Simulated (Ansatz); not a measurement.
CsCdBO3 (P2₁3, No. 198; cell taken from a computed entry)

Level of theory: r²SCAN+SOC (PAW; Ansatz, an electronic-structure program).

Run with plane-wave cutoff 560 eV, 4×4×4 k mesh, Fermi–Dirac smearing 0.01 eV, PAW data made under PBE.

Cell (relaxed with PBEsol):

```cif
data_B4Cd4Cs4O12
_chemical_formula_sum 'Cs4 Cd4 B4 O12'
_space_group_name_H-M_alt 'P213'
_space_group_IT_number 198
_space_group_name_Hall 'P 2ac 2ab 3'
_cell_length_a 7.47557
_cell_length_b 7.47557
_cell_length_c 7.47557
_cell_angle_alpha 90.000
_cell_angle_beta 90.000
_cell_angle_gamma 90.000
loop_
_atom_site_label
_atom_site_type_symbol
_atom_site_symmetry_multiplicity
_atom_site_Wyckoff_symbol
_atom_site_fract_x
_atom_site_fract_y
_atom_site_fract_z
_atom_site_occupancy
Cs1 Cs 4 a 0.86222 0.86222 0.86222 1
Cd1 Cd 4 a 0.14610 0.14610 0.14610 1
B1 B 4 a 0.59652 0.59652 0.59652 1
O1 O 12 b 0.02709 0.41415 0.23448 1
```

band gap: 2.40 eV (on the SCF k mesh)

Note: cell and atoms aren't relaxed at this level (largest force component 0.20 eV/Å, pressure 0.3 GPa).

The computed numbers hold no vibrational or temperature effects.

Cost on a shared machine: very roughly 11 core-minutes.
